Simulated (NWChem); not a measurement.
System: C$_{2}$H, doublet; SMILES [C]#C

Here is an NWChem input.

```
start job
memory heap 200 mb stack 900 mb global 1100 mb
geometry units angstroms
  C      0.000000     0.000000     0.742560
  C      0.000000     0.000000    -0.469615
  H      0.000000     0.000000    -1.545962
end
basis spherical
  * library def2-tzvp
end
dft
  odft
  mult 2
  xc b3lyp
  iterations 150
end
driver
  maxiter 120
end
task dft optimize
task dft freq
```

Output (shortened):

```
             Northwest Computational Chemistry Package (NWChem) 7.3.0
             --------------------------------------------------------

 ORDER OF PRIMARY AXIS IS BEING SET TO 4
 C4V symmetry detected

 AUTOZ failed to generate good internal coordinates.
 Cartesian coordinates will be used in optimizations.

                             Geometry "geometry" -> ""
                             -------------------------

 Output coordinates in angstroms (scale by  1.889725989 to convert to a.u.)

  No.       Tag          Charge          X              Y              Z
 ---- ---------------- ---------- -------------- -------------- --------------
    1 C                    6.0000     0.00000000     0.00000000     0.73550554
    2 C                    6.0000     0.00000000     0.00000000    -0.47666946
    3 H                    1.0000     0.00000000     0.00000000    -1.55301646

 Effective nuclear repulsion energy (a.u.)      20.0531041561

      Symmetry information
      --------------------

 Group name             C4v
 Group number             18
 Group order               8
 No. of unique centers     3

                           NWChem Geometry Optimization
                           ----------------------------

 maximum gradient threshold         (gmax) =   0.000450
 rms gradient threshold             (grms) =   0.000300
 maximum cartesian step threshold   (xmax) =   0.001800
 rms cartesian step threshold       (xrms) =   0.001200
 fixed trust radius                (trust) =   0.300000
 source of zmatrix                         =

          -------------------
          Energy Minimization
          -------------------

 Using diagonal initial Hessian

          --------
          Step   0

                                 NWChem DFT Module
                                 -----------------

 Summary of "ao basis" -> "ao basis" (spherical)
 ------------------------------------------------------------------------------
       Tag                 Description            Shells   Functions and Types
 ---------------- ------------------------------  ------  ---------------------
 C                         def2-tzvp                11       31   5s3p2d1f
 H                         def2-tzvp                 4        6   3s1p

      Symmetry analysis of basis
      --------------------------

        a1         26
        a2          0
        b1          6
        b2          6
        e          30

            General Information
            -------------------
          SCF calculation type: DFT
          Wavefunction type:  spin polarized.
          No. of atoms     :     3
          No. of electrons :    13
           Alpha electrons :     7
            Beta electrons :     6
          Charge           :     0
          Spin multiplicity:     2
          Use of symmetry is: on ; symmetry adaption is: on
          Maximum number of iterations: 150
          AO basis - number of functions:    68
                     number of shells:    26
          Convergence on energy requested:  1.00D-06
          Convergence on density requested:  1.00D-05
          Convergence on gradient requested:  5.00D-04

              XC Information
              --------------
                         B3LYP Method XC Potential
                     Hartree-Fock (Exact) Exchange  0.200
                        Slater Exchange Functional  0.800 local
                    Becke 1988 Exchange Functional  0.720 non-local
              Lee-Yang-Parr Correlation Functional  0.810
                  VWN I RPA Correlation Functional  0.190 local

             Grid Information
             ----------------
          Grid used for XC integration:  medium
          Radial quadrature: Mura-Knowles
          Angular quadrature: Lebedev.
          Tag              B.-S. Rad. Rad. Pts. Rad. Cut. Ang. Pts.
          ---              ---------- --------- --------- ---------
          C                   0.70       49           8.0       434
          H                   0.35       45           8.0       434
          Grid pruning is: on
          Number of quadrature shells:   143
          Spatial weights used:  Erf1

      Superposition of Atomic Density Guess
      -------------------------------------

 Sum of atomic energies:         -75.84246560

      Non-variational initial energy
      ------------------------------

 Total energy =     -76.416854
 1-e energy   =    -140.385741
 2-e energy   =      43.915783
 HOMO         =      -0.338162
 LUMO         =       0.072919

   Symmetry analysis of molecular orbitals - initial alpha
   -------------------------------------------------------

 !! scf_movecs_sym_adapt:   12 vectors were symmetry contaminated

  Symmetry fudging

 !! scf_movecs_sym_adapt:   12 vectors were symmetry contaminated

  Numbering of irreducible representations:

     1 a1          2 a2          3 b1          4 b2          5 e

  Orbital symmetries:

     1 a1          2 a1          3 a1          4 a1          5 e
     6 e           7 a1          8 e           9 e          10 a1
    11 a1         12 a1         13 e          14 e          15 a1
    16 e          17 e

[...]

      ----------------------
      Optimization converged
      ----------------------

  Step       Energy      Delta E   Gmax     Grms     Xrms     Xmax
  ---- ---------------- -------- -------- -------- -------- --------
@    3     -76.63914208  4.2D-07  0.00004  0.00002  0.00004  0.00010
                                     ok       ok       ok       ok

                         Geometry "geometry" -> "geometry"
                         ---------------------------------

 Output coordinates in angstroms (scale by  1.889725989 to convert to a.u.)

  No.       Tag          Charge          X              Y              Z
 ---- ---------------- ---------- -------------- -------------- --------------
    1 C                    6.0000     0.00000000     0.00000000     0.72340519
    2 C                    6.0000     0.00000000     0.00000000    -0.47663239
    3 H                    1.0000     0.00000000     0.00000000    -1.54095318

 Effective nuclear repulsion energy (a.u.)      20.2601943770

      Symmetry information
      --------------------

 Group name             C4v
 Group number             18
 Group order               8
 No. of unique centers     3

 ==============================================================================
                                internuclear distances
 ------------------------------------------------------------------------------
       center one      |      center two      | atomic units |  angstroms
 ------------------------------------------------------------------------------
    2 C                |   1 C                |     2.26774  |     1.20004
    3 H                |   2 C                |     2.01127  |     1.06432
 ------------------------------------------------------------------------------
                         number of included internuclear distances:          2
 ==============================================================================

[second-derivative integrals and response iterations left out]

  Vibrational analysis via the FX method

  See chapter 2 in "Molecular Vibrations" by Wilson, Decius and Cross

  Vib: Default input used

 ---------------------------- Atom information ----------------------------
     atom    #        X              Y              Z            mass
 --------------------------------------------------------------------------
    C        1  0.0000000D+00  0.0000000D+00  1.3670376D+00  1.2000000D+01
    C        2  0.0000000D+00  0.0000000D+00 -9.0070462D-01  1.2000000D+01
    H        3  0.0000000D+00  0.0000000D+00 -2.9119793D+00  1.0078250D+00
 --------------------------------------------------------------------------

[unprojected Hessian and modes left out]

[...]

 Rotational Constants
 --------------------
 A=   0.000000 cm-1  (  0.000000 K)
 B=   1.489237 cm-1  (  2.142632 K)
 C=   1.489237 cm-1  (  2.142632 K)

 Temperature                      =   298.15K
 frequency scaling parameter      =   1.0000

 Linear Molecule

 Zero-Point correction to Energy  =    8.826 kcal/mol  (  0.014065 au)
 Thermal correction to Energy     =   10.812 kcal/mol  (  0.017229 au)
 Thermal correction to Enthalpy   =   11.404 kcal/mol  (  0.018173 au)

 Total Entropy                    =   50.040 cal/mol-K
   - Translational                =   35.571 cal/mol-K (mol. weight =  25.0078)
   - Rotational                   =   11.790 cal/mol-K (symmetry #  =        1)
   - Vibrational                  =    2.680 cal/mol-K

 Cv (constant volume heat capacity) =    8.266 cal/mol-K
   - Translational                  =    2.979 cal/mol-K
   - Rotational                     =    1.986 cal/mol-K
   - Vibrational                    =    3.300 cal/mol-K

[normal modes left out]

 ----------------------------------------------------------------------------
 Normal Eigenvalue ||           Projected Infra Red Intensities
  Mode   [cm**-1]  || [atomic units] [(debye/angs)**2] [(KM/mol)] [arbitrary]
 ------ ---------- || -------------- ----------------- ---------- -----------
    1       -0.000 ||    0.000000           0.000         0.000       0.000
    2       -0.000 ||    0.001180           0.027         1.150       1.415
    3       -0.000 ||    0.000400           0.009         0.390       0.480
    4        0.000 ||    0.001159           0.027         1.130       1.390
    5        0.000 ||    0.001939           0.045         1.890       2.325
    6      314.225 ||    0.003031           0.070         2.955       3.635
    7      314.225 ||    0.003031           0.070         2.955       3.635
    8     2095.792 ||    0.005050           0.117         4.923       6.057
    9     3452.331 ||    0.059258           1.367        57.767      71.064
 ----------------------------------------------------------------------------
```

Level: B3LYP/def2-TZVP, spin-unrestricted. No stability test was run on the SCF state.
